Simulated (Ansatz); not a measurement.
## Relaxing Ca2Sb3

Level of theory: DFT PBE, scalar-relativistic, plane waves, PAW (Ansatz 0.2.0). Cutoff 420 eV, Γ-centred k mesh, Gaussian smearing, no spin polarisation in the final step.

Ca2Sb3 was placed on the tetradymite structure type (R-3m, No. 166), with Ca in place of Bi, Sb in place of Te, at a guessed volume.

```
CELL_PARAMETERS angstrom
2.06801 1.19397 9.58627
-2.06801 1.19397 9.58627
0.00000 -2.38793 9.58627
ATOMIC_POSITIONS crystal
Ca 0.40000 0.40000 0.40000
Ca 0.60000 0.60000 0.60000
Sb 0.00000 0.00000 0.00000
Sb 0.20950 0.20950 0.20950
Sb 0.79050 0.79050 0.79050
```

Cell and atoms relax at zero pressure; the relaxation can't lower the symmetry of the start. After a coarse first stage the cell is made exact in the group found at 0.06 Å.

The zero of energy is the elements' standard structures at the same level; no fitted shifts are applied.

What does it relax into?

It keeps R-3m (No. 166). The result has the tetradymite structure. Conventional cell: a = 4.736 Å, c = 25.991 Å. Around Ca lie 3 Sb at 3.13 Å and 3 Sb at 3.54 Å; around Sb on Wyckoff site a (1 atom of the primitive cell) lie 6 Ca at 3.13 Å; Sb on Wyckoff site c (2 atoms of the primitive cell) has 3 Sb at 2.95 Å and 3 Ca at 3.54 Å.

Space group R-3m:H (No. 166). a = 4.736 Å, b = 4.736 Å, c = 25.991 Å, α = 90.00°, β = 90.00°, γ = 120.00°
```csv
atom,site,symmetry,x,y,z
Ca,6c,3m,0.6667,0.3333,0.7256
Sb,3a,-3m,0.0000,0.0000,0.0000
Sb,6c,3m,0.3333,0.6667,0.8546
```

What are its volume, energy, density and gap?

The volume per atom is 33.66 Å³ and the density is 4.39 g/cm³. The energy over the elements is -0.56 eV/atom and the gap on the 12×12×12 mesh is 0 eV (a metal).

The final run used a 12×12×12 mesh on its 5-atom cell and 0.10 eV smearing. For metals, differences of a few meV/atom aren't resolved. Spin–orbit coupling is left out. Symmetry constrained the relaxation, so the result can be a saddle point. The steps took about 10 core-minutes in all.